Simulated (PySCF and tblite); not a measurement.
## Conformers and averaged properties: C₂H₄F₂, numbered as in [F:1][CH2:2][CH2:3][F:4]

The ensemble was built from 90 distance-geometry starts (ETKDG and KDG, MMFF94s, GFN2-xTB) and rests on PBE0-D3(BJ)/def2-SVP geometries. Weights use B3LYP-D3(BJ)/def2-TZVP energies plus GFN2-xTB zero-point and thermal terms (modes under about 100 cm⁻¹ blended into free rotors). Symmetry numbers and mirror images are counted. Conformers within 3 kcal/mol (GFN2-xTB free energy) were kept, 8 at most. GIAO shieldings: B97-2/pcSseg-2. Couplings: B3LYP/pcJ-1. Couplings are for ¹³C, ¹⁹F, ¹H; a prime marks the second kind of pair between the same two sets of atoms. Shifts are against TMS (¹H), TMS (¹³C), CFCl3 (¹⁹F) at the same level. Run with PySCF (density fitting) and tblite.

Torsions listed: F1–C2–C3–F4. Of a mirror pair one member is shown.

```json
{"conformer": "1", "shape": "71°", "symmetry": "C2 (pair)", "E(GFN2) kcal/mol": "1.41", "E(DFT) kcal/mol": "0.00", "G(298.15 K) kcal/mol": "0.00", "weight %": "91.2", "dipole D": "2.56"}
{"conformer": "2", "shape": "180°", "symmetry": "C2h", "E(GFN2) kcal/mol": "0.00", "E(DFT) kcal/mol": "0.99", "G(298.15 K) kcal/mol": "1.38", "weight %": "8.8", "dipole D": "0.00"}
```

Weights (%) against temperature:

```csv
T (K),1,2,S(mix) cal/mol/K
200,96.0,4.0,1.66
250,93.5,6.5,1.77
298.15,91.2,8.8,1.85
350,89.0,11.0,1.92
400,87.1,12.9,1.96
```

Averaged shifts at 298.15 K. ¹H: 4.44 (H2/H3, 4H) ppm. ¹³C: 85.7 (C2/C3) ppm. ¹⁹F: -242.6 (F1/F4) ppm.

Averaged couplings (Hz): ¹J(F1,C2) -244.3, ²J(F1,C3) 20.6, ²J(F1,H2) 55.0, ³J(F1,H3) 29.8, ¹J(C2,C3) 44.9, ¹J(C2,H2) 152.6, ²J(C2,H3) 0.5, ²J(H2,H2) -12.2, ³J(H2,H3) 6.4, ³J(H2,H3′) 2.3. Computed couplings to fluorine can be off by tens of per cent at such levels.

Coordinates of conformer 1 (Å):

```xyz
8

F     1.296    0.172    1.171
C     0.750    0.003   -0.072
C    -0.748   -0.059    0.001
F    -1.277    1.165    0.307
H     1.058    0.844   -0.717
H     1.131   -0.937   -0.511
H    -1.054   -0.786    0.772
H    -1.146   -0.392   -0.975
```

Unscaled ¹⁹F shifts at such levels can be off by tens of ppm; differences between conformers or isomers are more reliable. Shifts are unscaled: against experiment ¹³C can be off by 15 ppm or more and ¹H by 0.8 ppm.

Search and properties took 53 s on 1 thread of Arm Neoverse V1 (shared host) (rough), launched as `OMP_NUM_THREADS=1 python ens_run.py task.json out`.
